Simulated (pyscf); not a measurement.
Hydrogen abstraction: H₃C–N(CH₃)–SiH₃ + H atom (H•) → •H₂C–N(CH₃)–SiH₃ + hydrogen (H₂)

Gas phase, doublet surface, charge 0. Bonds broken: C1–H5. Bonds formed: H5–H14. PySCF, gas phase, ωB97X-D3(BJ)/def2-SVP geometries.

Transition state (Å):

```xyz
14

C     -0.8519    -1.2669     1.0999
N     -0.5083     0.0433     0.6918
C      0.5163     0.6867     1.4960
Si    -0.7909     0.5679    -0.9524
H      0.1034    -2.0873     0.8541
H     -0.9856    -1.3619     2.1908
H     -1.7109    -1.6811     0.5517
H      0.2181     0.7012     2.5593
H      0.6588     1.7294     1.1727
H      1.4919     0.1672     1.4254
H     -2.1055     0.0148    -1.3828
H      0.2534     0.1127    -1.9242
H     -0.8060     2.0584    -0.9590
H      0.9155    -2.6967     0.6200
```

One imaginary mode, 1257i cm⁻¹; descent along it reached the two sides named.

```json
[
 {"bond": "C1–H5", "change": "breaks", "reactant side (Å)": "1.109", "saddle": "1.283", "product side": "2.8"},
 {"bond": "H5–H14", "change": "forms", "reactant side (Å)": "3.1", "saddle": "1.042", "product side": "0.762"}
]
```

Electronic energies relative to the separated reactants (eV):

| level | barrier | reaction energy | reverse barrier |
|---|---|---|---|
| ωB97X-D3(BJ)/def2-TZVP | 0.26 | -0.43 | 0.69 |
| PBE/def2-TZVP | -0.03 | -0.48 | 0.45 |
| r²SCAN/def2-TZVP | -0.06 | -0.59 | 0.53 |
| B3LYP-D3(BJ)/def2-TZVP | -0.01 | -0.60 | 0.59 |
| PBE0-D3(BJ)/def2-TZVP | 0.11 | -0.40 | 0.51 |
| M06-2X/def2-TZVP | 0.31 | -0.43 | 0.73 |
| ωB97M-D3(BJ)/def2-TZVP | 0.25 | -0.44 | 0.68 |
| HF/def2-TZVP | 0.78 | -0.29 | 1.07 |

With ωB97M-D3(BJ)/def2-TZVP energies and thermal terms (ideal gas, 1 atm, RRHO with modes under 100 cm⁻¹ raised to 100, one conformer, R ln 2 for chiral ones without a mode under 150 cm⁻¹), in eV:

| T (K) | ΔH‡ | ΔG‡ | ΔH | ΔG |
|---|---|---|---|---|
| 298 | 0.14 | 0.44 | -0.51 | -0.58 |
| 600 | 0.13 | 0.74 | -0.49 | -0.66 |
| 900 | 0.13 | 1.05 | -0.49 | -0.75 |
| 1200 | 0.13 | 1.36 | -0.50 | -0.83 |

At PBE, r²SCAN, B3LYP-D3(BJ) this geometry lies under the reactants; that is no barrier but a single point on another level's saddle; such a level's own saddle, if it has one, lies nearer that side and is low. One saddle was located; it need not be the lowest between these sides. The angle at the transferred H is 176°.
